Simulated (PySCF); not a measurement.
Compound: C4H4S2.
Z-matrix (Å and degrees, GFN2-xTB geometry), rows numbered from 1:
```
S 
C   1  1.7560
C   2  1.3616  1  126.24
C   3  1.4129  2  112.30  1   179.99
C   4  1.3552  3  113.10  2    -0.03
S   5  1.7228  4  112.05  3     0.05
H   1  1.3316  2   95.74  3  -179.44
H   3  1.0742  2  123.26  1    -0.05
H   4  1.0751  3  123.40  2   179.97
H   5  1.0713  4  128.93  3  -179.99
```

Method used: PBE0/pcSseg-1 in PySCF (dipole) on a GFN2-xTB geometry, gas phase.

Take the most abundant isotopes and a rigid rotor. The values belong to one conformer with, in the numbering `[SH:1][c:2]1[cH:3][cH:4][cH:5][s:6]1`, H–S1–C2–C3 -179°.

Q: What are A, B and C (cm⁻¹)?

A: Ia = 95.22, Ib = 268.11, Ic = 363.33 u·Å²; 505379 MHz·u·Å²/I gives 5308, 1885 and 1391 MHz, that is A = 0.17704, B = 0.06288, C = 0.04640 cm⁻¹.

Q: Classify the top.

A: An asymmetric top. Ray's parameter κ = (2B − A − C)/(A − C) = -0.748; −1 is the prolate and +1 the oblate limit.

Q: Is it planar, by Δ = Ic − Ia − Ib?

A: Planar: Δ = Ic − Ia − Ib = 0.00 u·Å². For a rigid frame Δ = −2 Σ m c², so it vanishes when all atoms lie in the ab plane; here none is more than 0.01 Å from it.

Q: Give the coordinates in the principal-axis frame, origin at the centre of mass.

A: The sense of each axis is arbitrary; atoms in the order of the calculation.
```tsv
atom	mass (u)	a (Å)	b (Å)	c (Å)
S1	31.972	2.137	-0.089	0.000
C2	12.000	0.387	-0.233	0.000
C3	12.000	-0.325	-1.394	0.000
C4	12.000	-1.720	-1.166	0.000
C5	12.000	-2.044	0.149	0.001
S6	31.972	-0.648	1.160	0.000
H7	1.008	2.162	1.242	0.012
H8	1.008	0.132	-2.366	0.000
H9	1.008	-2.448	-1.957	0.000
H10	1.008	-3.014	0.604	0.001
```

Q: Where do the levels up to J = 5 lie, in K?

A: Above 0(0,0), as E/k:
J = 1: 1(0,1) 0.157, 1(1,1) 0.321, 1(1,0) 0.345
J = 2: 2(0,2) 0.469, 2(1,2) 0.612, 2(1,1) 0.683, 2(2,1) 1.176, 2(2,0) 1.178
J = 3: 3(0,3) 0.932, 3(1,3) 1.047, 3(1,2) 1.189, 3(2,2) 1.648, 3(2,1) 1.660, 3(3,1) 2.530, 3(3,0) 2.530
J = 4: 4(0,4) 1.538, 4(1,4) 1.624, 4(1,3) 1.860, 4(2,3) 2.275, 4(2,2) 2.309, 4(3,2) 3.163, 4(3,1) 3.164, 4(4,1) 4.392, 4(4,0) 4.392
J = 5: 5(0,5) 2.282, 5(1,5) 2.342, 5(1,4) 2.693, 5(2,4) 3.056, 5(2,3) 3.132, 5(3,3) 3.956, 5(3,2) 3.960, 5(4,2) 5.183, 5(4,1) 5.183, 5(5,1) 6.763, 5(5,0) 6.763
Those of J = 1 are B + C, A + C and A + B.

Q: Predict some low-J microwave lines.

A: The dipole components are |μa| = 0.71 D, |μb| = 0.38 D, |μc| = 0.00 D; the mirror of this Cs structure is the ab plane, so μc vanishes by symmetry (the 0.01 D computed is a residue) and there are no c-type lines. The squared components, which scale the intensities, stand as 1.00 : 0.29 (a : b). Some lines, for components of 0.1 D or more:

```json
{"type": "a", "branch": "Q", "J(Ka,Kc)": "1(1,0) ← 1(1,1)", "MHz": "494", "lower level (cm⁻¹)": "0.223"}
{"type": "a", "branch": "Q", "J(Ka,Kc)": "2(1,1) ← 2(1,2)", "MHz": "1482", "lower level (cm⁻¹)": "0.426"}
{"type": "b", "branch": "R", "J(Ka,Kc)": "2(0,2) ← 1(1,1)", "MHz": "3080", "lower level (cm⁻¹)": "0.223"}
{"type": "a", "branch": "R", "J(Ka,Kc)": "1(0,1) ← 0(0,0)", "MHz": "3276", "lower level (cm⁻¹)": "0.000"}
{"type": "b", "branch": "Q", "J(Ka,Kc)": "1(1,0) ← 1(0,1)", "MHz": "3917", "lower level (cm⁻¹)": "0.109"}
{"type": "b", "branch": "Q", "J(Ka,Kc)": "2(1,1) ← 2(0,2)", "MHz": "4460", "lower level (cm⁻¹)": "0.326"}
{"type": "a", "branch": "R", "J(Ka,Kc)": "2(1,2) ← 1(1,1)", "MHz": "6058", "lower level (cm⁻¹)": "0.223"}
{"type": "a", "branch": "R", "J(Ka,Kc)": "2(0,2) ← 1(0,1)", "MHz": "6502", "lower level (cm⁻¹)": "0.109"}
{"type": "b", "branch": "R", "J(Ka,Kc)": "1(1,1) ← 0(0,0)", "MHz": "6699", "lower level (cm⁻¹)": "0.000"}
{"type": "a", "branch": "R", "J(Ka,Kc)": "2(1,1) ← 1(1,0)", "MHz": "7046", "lower level (cm⁻¹)": "0.240"}
{"type": "b", "branch": "R", "J(Ka,Kc)": "2(1,2) ← 1(0,1)", "MHz": "9480", "lower level (cm⁻¹)": "0.109"}
{"type": "b", "branch": "Q", "J(Ka,Kc)": "2(2,0) ← 2(1,1)", "MHz": "10317", "lower level (cm⁻¹)": "0.475"}
{"type": "b", "branch": "Q", "J(Ka,Kc)": "2(2,1) ← 2(1,2)", "MHz": "11750", "lower level (cm⁻¹)": "0.426"}
{"type": "b", "branch": "R", "J(Ka,Kc)": "2(2,1) ← 1(1,0)", "MHz": "17314", "lower level (cm⁻¹)": "0.240"}
{"type": "b", "branch": "R", "J(Ka,Kc)": "2(2,0) ← 1(1,1)", "MHz": "17857", "lower level (cm⁻¹)": "0.223"}
```

Q: Estimate the classical rotational partition function at 25 K, 100 K and 298.15 K.

A: Point group Cs, symmetry number σ = 1; q = (√π/σ)·√((kT/h)³/(ABC)), k/h = 20836.6 MHz/K: 5650 at 25 K, 45200 at 100 K, 233000 at 298.15 K.

No GFN2-xTB frequencies stand behind this structure, so it isn't proved a minimum. Zero-point vibration and centrifugal distortion are left out.

The run took 9.1 s wall on one thread of an Arm Neoverse V2 (shared host). This is the PBE0/pcSseg-1 job that gave the dipole, with the shieldings it also computed.
